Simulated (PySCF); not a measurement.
Input of a run (PBE0-D3(BJ)/def2-TZVP geometry optimisation, gas phase (PySCF 2.14.0)), started from GFN2-xTB:
```
{"job": {"xc": "PBE0", "basis": "def2-TZVP", "d3": "d3bj", "grid": 2, "kind": "geom"}, "charge": -1, "multiplicity": 1}
C      0.410507    -1.107854     0.094074
C     -0.925601    -0.737687    -0.047653
C     -0.981329     0.652433    -0.126645
C      0.320212     1.141684    -0.033934
C      1.180545     0.053771     0.102615
H      0.786172    -2.124339     0.182754
H     -1.775071    -1.414717    -0.089932
H     -1.882055     1.250254    -0.240217
H      0.613079     2.188254    -0.063924
H      2.262422     0.102855     0.200335
```

Output (energies in Eh, forces in Eh/bohr):
```
step   0  E = -193.36037767  max force = 0.016444
step   1  E = -193.36124515  max force = 0.000641
step   2  E = -193.36124920  max force = 0.000036
optimisation converged
```

Problem. Summarise the run.

Solution. The energy falls by 2.3 kJ/mol over 3 energy and gradient evaluations, the largest force component goes from 0.0164 to 3.6e-05 Eh/bohr, and the atoms move by 0.011 Å rms after alignment. Among the bonds, C1–C2, C2–C3, C3–C4, C4–C5 and C1–C5 change most and about equally (+0.014 Å). Bonds longer at the end by more than 0.005 Å: 5 of 10; shorter: 0. The energy never rose by more than 1e-6 Eh on the way. The first step brought 100 % of the lowering.

Problem. What are the final bond lengths?

Solution. C1–C2 1.408 Å, C2–C3 1.408 Å, C3–C4 1.408 Å, C4–C5 1.408 Å, C1–C5 1.408 Å, C1–H6 1.086 Å, C2–H7 1.086 Å, C3–H8 1.086 Å, C4–H9 1.086 Å, C5–H10 1.086 Å. Numbering counts from 1 in the input's order; the species is `c1cc[cH-]c1`.

The run used 185 basis functions and 21 SCF cycles in all.

No frequency check. Isolated species at its PBE0-D3(BJ)/def2-TZVP geometry, gas phase.
